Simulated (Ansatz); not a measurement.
**Si2Cl+ (quintet): the correlation ladder, cc-pVDZ**

The task here is to estimate one member of a computed series from the others.

Program: Ansatz 0.2.0, Gaussian basis. Level of theory: cc-pVDZ, core rule «outside noble gas», up to 15 orbitals frozen. These are calculated values, not measurements.

Plan: UHF; CCSD(T) on ROHF; CCSD(T) on UHF; BCCD(T) on ROHF; CISD; CCSDT(Q) on ROHF; CCSDT(Q) on UHF; CASSCF and MRCISD+Q, 12 electrons in 11 orbitals; CASSCF and NEVPT2, 12 electrons in 11 orbitals.

19 further runs of the same task are left out: 8 that didn't finish, 11 set aside as unsound or not needed.

### What is computed

The geometry is a PBE0/def2-TZVP stationary point (not a proven minimum) of the parent state, kept for this charge and spin.

3 atoms, charge 1, spin multiplicity 5.

Atoms are counted from 1 here; the program's logs count them from 0.

Bond lengths: Cl1–Si2 2.077 Å, Si2–Si3 2.325 Å. Angles: Cl1–Si2–Si3 112.0°.

Set-up of the first run:

File in.yaml:

```yaml
crystal:
  periodic: [false, false, false]
  atoms:
    - {symbol: Cl, position_ang: [0.000000, -0.369686, 1.635032]}
    - {symbol: Si, position_ang: [0.000000, 0.849888, -0.046560]}
    - {symbol: Si, position_ang: [0.000000, -0.383225, -2.017380]}
basis:
  gaussian: {orbitals: cc-pVDZ}
total_charge: 1
magnetization: {spin_polarized: true, initial_magnetization: 4}
hamiltonian: {xc: hf}
output: {orbitals: {seedname: orbitals}}
```

On the command line:

```console
$ ansatz run in.yaml --threads 1 --pin off --events-out ev --progress --plain --max-ram 2393MiB
```

Among the steps run: UHF; CCSD(T) on ROHF; CCSD(T) on UHF; BCCD(T) on ROHF; CISD; CCSDT(Q) on ROHF; CCSDT(Q) on UHF; CASSCF and MRCISD+Q, 12 electrons in 11 orbitals; CASSCF and NEVPT2, 12 electrons in 11 orbitals.

One of the session's tables, all rows but one given; the rest of the session is left out.

| method | from UCCSDT(Q) (kJ/mol) |
| --- | --- |
| ROHF | ? |
| UHF | +737.9 |
| RMP2 | +127.6 |
| UMP2 | +128.0 |
| CISD | +104.8 |
| RCCSD | +37.6 |
| UCCSD | +37.5 |
| RCCSD(T) | +8.4 |
| UCCSD(T) | +8.4 |
| BCCD(T) | +8.2 |
| RCCSDT | +2.9 |
| UCCSDT | +2.8 |
| RCCSDT(Q) | +0.5 |
| UCCSDT(Q) | 0 |
| CASSCF valence | +593.5 |
| NEVPT2 valence | +118.7 |
| MRCISD valence | +63.0 |
| MRCISD+Q valence | +9.8 |

**Question.** Estimate the row for ROHF.

**Answer.** from UCCSDT(Q) (kJ/mol): +743.6. In the column «from UCCSDT(Q) (kJ/mol)» it is the highest.

To keep in mind: Restricted and unrestricted rows rest on different reference determinants; where their highest levels disagree by more than a few hundredths of an eV, they describe different states and don't form one ladder.
